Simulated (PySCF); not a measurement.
## How the method changes the constants of PH

State: ³Σ⁻ (triplet), unpaired electrons π ↑↑. Set-up: PySCF, no relativity, basis sets P 6-31G(d,p), H 6-31G(d,p). De refers to P + H in their high-spin ground configurations, without counterpoise correction. The functionals are run spin-unrestricted. A positive dipole means P(−)H(+).

```
      Level  Re (Å)  ωe (cm⁻¹)  De (eV)  μ (D)  CPU s a point (SCF and correlation, without the integrals)
        UHF   1.412       2533     2.15   0.72                                                        0.03
    UHF-MP2   1.416       2479     2.65    n/a                                                       0.041
UHF-SCS-MP2   1.418       2464     2.74    n/a                                                         n/a
   UHF-CCSD   1.423       2403     2.78    n/a                                                         n/a
UHF-CCSD(T)   1.425       2389     2.80    n/a                                                        0.22
        PBE   1.447       2293     3.21   0.69                                                        0.22
     PBEsol   1.449       2287     3.32   0.72                                                        0.17
     r²SCAN   1.432       2372     3.20   0.75                                                        0.32
       PBE0   1.432       2389     3.15   0.72                                                        0.41
    r²SCAN0   1.424       2432     3.16   0.75                                                        0.35
       MN15   1.418       2425     3.15   0.71                                                        0.33
  CAM-B3LYP   1.430       2398     3.27   0.69                                                        0.35
```

(1) Which functional lies closest to UHF-CCSD(T) in De, which farthest, and by how much do they differ from it?

(2) What does the step from GGA to meta-GGA do here, going from PBE to r²SCAN?

(3) What does a quarter of exact exchange do here, going from r²SCAN to r²SCAN0?

Correlated steps freeze 5 core orbitals. Correlated levels converge slowly with the basis: in double zeta they bind strong bonds too weakly, by up to about 1 eV, and carry superposition errors of some tenths. The state was picked by a PBE0 search and need not be the measured ground state.

The whole job (state search and all levels along the bond) took about 0.67 min on 1 thread of Arm Neoverse V1 (shared host), peak memory 0.33 GiB.

Answers

(1) Closest is PBE0 (+0.7 pm in Re, +0.0 % in ωe, +0.35 eV in De against UHF-CCSD(T) in the same basis), farthest PBEsol (+2.4 pm in Re, -4.3 % in ωe, +0.52 eV in De). CCSD(T) converges more slowly with the basis than the functionals do and binds too weakly in this one, so the order can change at the basis-set limit.

(2) r²SCAN less PBE: -1.5 pm in Re, +3.4 % in ωe, -0.01 eV in De. 

(3) r²SCAN0 less r²SCAN: -0.8 pm in Re, +2.5 % in ωe, -0.04 eV in De. Exact exchange removes part of the self-interaction that spreads semilocal densities, and in most molecules shortens and stiffens the bond and lowers De; so it does here.
